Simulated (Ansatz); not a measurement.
# SiNHO (triplet): wave-function methods side by side, cc-pVDZ

An exercise on one series of results from a longer session: the logs are not shown, and one member is left open.

Computed with Ansatz 0.2.0, Gaussian basis. Level: cc-pVDZ, core rule «outside noble gas», up to 7 orbitals frozen.

Plan: UHF; CCSD(T) on ROHF; CCSD(T) on UHF; BCCD(T) on ROHF; CISD as a restricted active space (open shells left free, so some higher excitations enter); CCSDT(Q) on ROHF; CCSDT(Q) on UHF.

20 further runs of the same task are left out: 7 that didn't finish, 13 set aside as unsound or not needed. Runs told in other sessions of the task aren't counted.

### The system

The geometry is a PBE0/def2-TZVP stationary point (not a proven minimum) of the parent state, kept for this charge and spin.

4 atoms, charge 0, spin multiplicity 3.

Atoms are counted from 1 here; the program's logs count them from 0.

Bond lengths: N1–Si2 1.558 Å, N1–H4 1.005 Å, Si2–O3 1.509 Å. Angles: Si2–N1–H4 132.8°, N1–Si2–O3 168.2°.

The first run:

Input file in.yaml:

```yaml
crystal:
  periodic: [false, false, false]
  atoms:
    - {symbol: N, position_ang: [0.000012, -0.239716, 0.953850]}
    - {symbol: Si, position_ang: [0.000042, -0.027109, -0.589510]}
    - {symbol: O, position_ang: [-0.000001, -0.130416, -2.095112]}
    - {symbol: H, position_ang: [-0.000052, 0.397241, 1.730772]}
basis:
  gaussian: {orbitals: cc-pVDZ}
magnetization: {spin_polarized: true, initial_magnetization: 2}
hamiltonian: {xc: hf}
output: {orbitals: {seedname: orbitals}}
```

Command:

```
ansatz run in.yaml --threads 1 --pin off --events-out ev --progress --plain --max-ram 2393MiB
```

Steps of the session up to this table: UHF; CCSD(T) on ROHF; CCSD(T) on UHF; BCCD(T) on ROHF; CISD as a restricted active space (open shells left free, so some higher excitations enter); CCSDT(Q) on ROHF; CCSDT(Q) on UHF.

One table of the session follows, with a row left open; its other results are not shown here.

```
   method  from RCCSDT(Q) (kJ/mol)
     ROHF                  +1178.2
      UHF                  +1160.5
     RMP2                   +100.1
     UMP2                   +102.8
     CISD                   +176.1
    RCCSD                    +54.7
    UCCSD                    +54.6
 RCCSD(T)                        ?
 UCCSD(T)                    +10.9
  BCCD(T)                     +9.4
   RCCSDT                     +4.3
   UCCSDT                     +4.3
RCCSDT(Q)                        0
UCCSDT(Q)                     -3.8
```

**Question.** Estimate the row for RCCSD(T).

**Answer.** from RCCSDT(Q) (kJ/mol): +10.0. In the column «from RCCSDT(Q) (kJ/mol)» it lies between BCCD(T) (+9.4) and UCCSD(T) (+10.9).

Caveats from the session: Restricted and unrestricted rows rest on different reference determinants; a gap between their highest levels can come from leftover correlation error, from unlike frozen cores or from another state.
